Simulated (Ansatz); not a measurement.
**quartet BNH2F: levels of theory compared**

Wanted: a comparison of 6 runs (U-r2SCAN0/STO-3G, UBHLYP/STO-3G, UPBE/STO-3G, USVWN5/STO-3G, RPA@PBE/STO-3G, UBCCD(T)/STO-3G) of quartet BNH2F. 

The calculation is run with Ansatz 0.2.0.

78 further runs of the same task are left out: 78 set aside as unsound or not needed.

**1. The molecule**

The species is BNH2F (5 atoms), meant as a quartet with charge 0. SMILES of the parent species: `N[B]F`. The shape is that of a PBE0-D4/def2-TZVP optimisation. This is one conformer, not always the lowest. That shape belongs to the parent species and isn't relaxed for this state.

Bond lengths: N1–B2 1.384 Å, B2–F3 1.324 Å, N1–H4 1.003 Å, N1–H5 1.010 Å. Angles: N1–B2–F3 122.6°, B2–N1–H4 122.5°, B2–N1–H5 122.8°, H4–N1–H5 114.7°.

**2. A single-point energy at U-r2SCAN0/STO-3G (run 1)**

The input, in.yaml:

```yaml
crystal:
  periodic: [false, false, false]
  atoms:
    - {symbol: "N", position_ang: [-0.315200, 0.284600, -0.298300]}
    - {symbol: B, position_ang: [0.256800, -0.904700, 0.119300]}
    - {symbol: F, position_ang: [1.186500, -0.957100, 1.060600]}
    - {symbol: H, position_ang: [-1.019600, 0.322000, -1.012000]}
    - {symbol: H, position_ang: [-0.058500, 1.181700, 0.088900]}
basis:
  gaussian:
    orbitals: STO-3G
magnetization:
  spin_polarized: true
  initial_magnetization: 3
hamiltonian:
  xc: {name: r2SCAN0}
accuracy: high
```

Launch:

```sh
$ ansatz run in.yaml --threads 1 --pin off --max-ram 2610MiB --events-out events.jsonl --progress --plain --runs-dir runs
```

The log of the run:

```text
Warning: RAYON_NUM_THREADS=1 ignored (pool sized by the plan → 1); use --threads N
Functional definition: r2SCAN0
  name "r2SCAN0"
  parameter a = 0.25
  parameter k0 = 0.174
  parameter k1 = 0.065
  parameter a1 = 4.9479
  exchange = (1 - a)*r2scan_x(k0 = k0, k1 = k1, a1 = a1) + a*exact_x
  correlation = r2scan_c
295 factors; integrals over basis functions are off by at most 4.6e-8 eV
mean field evaluation 1: about -4836.8087 eV, gradient 1.2e1 eV
mean field evaluation 2: about -4837.6481 eV, gradient 8.1e0 eV
mean field evaluation 4: about -4838.1018 eV, gradient 1.3e0 eV
mean field evaluation 8: about -4838.1143 eV, gradient 1.7e-2 eV
mean field evaluation 16: about -4838.1143 eV, gradient 2.1e-6 eV
mean field -4838.11431633 eV, -177.7974217336 hartree, gradient 7.9e-8 eV, S^2 3.752849; 2 other end points of the search recorded, 0 dependent functions left out
reference -4838.11431690 eV, -177.7974217543 hartree; 13, 10 occupied and 4, 7 virtual orbitals, 295 factors
Total energy: -4838.11431690 eV, -177.7974217543 hartree
```

It took 3.6 s on 1 thread of Arm Neoverse V2, shared host; peak memory 0.21 GiB.

**3. A single-point energy at UBHLYP/STO-3G (run 2)**

The input, molecule.yaml:

```yaml
crystal:
  periodic: [false, false, false]
  atoms:
    - symbol: "N"
      position_ang: [-0.315200, 0.284600, -0.298300]
    - symbol: B
      position_ang: [0.256800, -0.904700, 0.119300]
    - symbol: F
      position_ang: [1.186500, -0.957100, 1.060600]
    - symbol: H
      position_ang: [-1.019600, 0.322000, -1.012000]
    - symbol: H
      position_ang: [-0.058500, 1.181700, 0.088900]
basis:
  gaussian:
    orbitals: STO-3G
hamiltonian:
  xc: {name: BHLYP}
accuracy: high
magnetization:
  spin_polarized: true
  initial_magnetization: 3
```

Launch:

```sh
$ ansatz run molecule.yaml --threads 1 --pin off --max-ram 2610MiB --events-out events.jsonl --progress --plain --runs-dir runs
```

The log of the run:

```text
Warning: RAYON_NUM_THREADS=1 ignored (pool sized by the plan → 1); use --threads N
Functional definition: BHLYP
  name "BHLYP"
  parameter a = 0.5
  exchange = (1 - a)*b88_x + a*exact_x
  correlation = lyp_c
295 factors; integrals over basis functions are off by at most 4.6e-8 eV
mean field evaluation 1: about -4836.8112 eV, gradient 1.1e1 eV
mean field evaluation 2: about -4837.8313 eV, gradient 4.5e0 eV
mean field evaluation 4: about -4837.9852 eV, gradient 7.7e-1 eV
mean field evaluation 8: about -4838.0345 eV, gradient 2.2e-2 eV
mean field evaluation 16: about -4838.0345 eV, gradient 4.9e-6 eV
mean field -4838.03446255 eV, -177.7944871613 hartree, gradient 3.6e-8 eV, S^2 3.752766; 0 other end points of the search recorded, 0 dependent functions left out
reference -4838.03447939 eV, -177.7944877800 hartree; 13, 10 occupied and 4, 7 virtual orbitals, 295 factors
Total energy: -4838.03447939 eV, -177.7944877800 hartree
```

Run time: 1.4 s. Hardware: 1 thread of Arm Neoverse V2, shared host; peak memory 0.12 GiB.

Runs 3 to 5 aren't shown in full; the table further down has their settings and results.

**4. The energy at UBCCD(T)/STO-3G (run 6)**

The input, molecule.yaml:

```yaml
crystal:
  periodic: [false, false, false]
  atoms:
    - {symbol: N, position_ang: [-0.315200, 0.284600, -0.298300]}
    - {symbol: B, position_ang: [0.256800, -0.904700, 0.119300]}
    - {symbol: F, position_ang: [1.186500, -0.957100, 1.060600]}
    - {symbol: H, position_ang: [-1.019600, 0.322000, -1.012000]}
    - {symbol: H, position_ang: [-0.058500, 1.181700, 0.088900]}
basis:
  gaussian: {orbitals: STO-3G}
magnetization: {spin_polarized: true, initial_magnetization: 3}
correlation: {method: bccd_t, frozen_orbitals: {B: 1, F: 1, H: 0, "N": 1}}
accuracy: high
scf: {omitted_lower_state_checks: [cluster_reference, increment]}
```

Launch:

```sh
$ ansatz run molecule.yaml --threads 1 --pin off --max-ram 2610MiB --events-out events.jsonl --progress --plain --runs-dir runs
```

The log of the run, shortened:

```text
Warning: RAYON_NUM_THREADS=1 ignored (pool sized by the plan → 1); use --threads N
Functional definition: HF
  name "HF"
[...]
295 factors; integrals over basis functions are off by at most 4.6e-8 eV
[...]
mean field -4817.96215170 eV, -177.0568433430 hartree, gradient 1.7e-8 eV, S^2 3.759660; 2 other end points of the search recorded, 0 dependent functions left out
3 core orbitals not correlated: weight in the atoms' cores, before any rotation towards them, 1.000 or more for the frozen orbitals, at most 0.000 for the correlated occupied ones
reference -4817.96215170 eV, -177.0568433430 hartree; 10, 7 occupied and 4, 7 virtual orbitals, 295 factors
second order -1.81188766 eV of doubles, -0.00000000 eV of singles
cycle   1  -2.18814304 eV  change   -3.8e-1 eV  update   7.2e-2
[...]
cycle  27  -2.49240560 eV  change   8.2e-10 eV  update   1.2e-9
perturbative correction -0.10630767 eV, -0.0039067346 hartree
Total energy: -4820.56086496 eV, -177.1523442939 hartree
Checks for a lower state left out: cluster_reference, increment
```

Wall time 0.3 s (1 thread of Arm Neoverse V2, shared host).

**5. Overview of the runs**

```csv
run,level,frozen core orbitals,energy (Eh),⟨S²⟩,wall time
1,U-r2SCAN0/STO-3G,–,-177.797422,3.753,3.6 s
2,UBHLYP/STO-3G,–,-177.794488,3.753,1.4 s
3,UPBE/STO-3G,–,-177.661579,3.751,1.6 s
4,USVWN5/STO-3G,–,-176.463454,3.751,0.85 s
5,RPA@PBE/STO-3G,3,-177.239054,3.751,2.1 s
6,UBCCD(T)/STO-3G,3,-177.152344,3.760,0.3 s
```

**6. What came out**

| quantity | value |
| --- | --- |
| run 6: total energy | -177.15234 Eh |
| run 6: correlation energy (3 core orbitals frozen) | -95.5 mEh |
| run 6: (T) correction | -3.91 mEh |
| run 6: ⟨S²⟩ of the reference determinant | 3.760 |

What this shows: Totals of different functionals can't be ranked against each other. In runs 1, 2, 3, 4, 5, 6 the basis is minimal, so the values are rough. All runs together took 9.9 s, the longest 3.6 s.
